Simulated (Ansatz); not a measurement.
```yaml
crystal:
  periodic: [false, false, false]
  atoms:
    - {symbol: P, position_ang: [0.742204, 0.355916, 0.010407]}
    - {symbol: P, position_ang: [-0.373640, 0.054046, 0.856123]}
    - {symbol: P, position_ang: [0.035092, -0.898824, -0.222656]}
    - {symbol: P, position_ang: [-0.527364, 0.479854, -0.606765]}
basis:
  gaussian: {orbitals: STO-3G}
hamiltonian: {xc: {name: BLYP}, dispersion: d3bj}
accuracy: high
scf: {omitted_lower_state_checks: [starts]}
```

```sh
$ ansatz run in.yaml --threads 4 --pin off --events-out ev --progress --plain --max-ram 3916MiB
```

It prints (some lines left out):

```
Functional definition: BLYP
820 factors; integrals over basis functions are off by at most 3.6e-9 eV
mean field evaluation 1: about -36653.4946 eV, gradient 2.1e1 eV
mean field evaluation 2: about -36654.9996 eV, gradient 4.3e0 eV
mean field evaluation 4: about -36655.0631 eV, gradient 1.3e-1 eV
mean field evaluation 8: about -36655.0581 eV, gradient 8.2e-4 eV
mean field evaluation 16: about -36655.0581 eV, gradient 3.5e-8 eV
mean field -36655.05814112 eV, -1347.0485409953 hartree, gradient 3.5e-8 eV, S^2 0.000000; 0 other end points of the search recorded, 0 dependent functions left out
reference -36655.05817412 eV, -1347.0485422081 hartree; 30, 30 occupied and 6, 6 virtual orbitals, 820 factors
Total energy: -36655.60248142 eV, -1347.0685451324 hartree
Checks for a lower state left out: starts
```

(1) What is wrong with this run?

## Answers

(1) The geometry is squeezed to about two thirds of its size. The calculation finished and met its thresholds. The result belongs to that input, not to the species as meant.
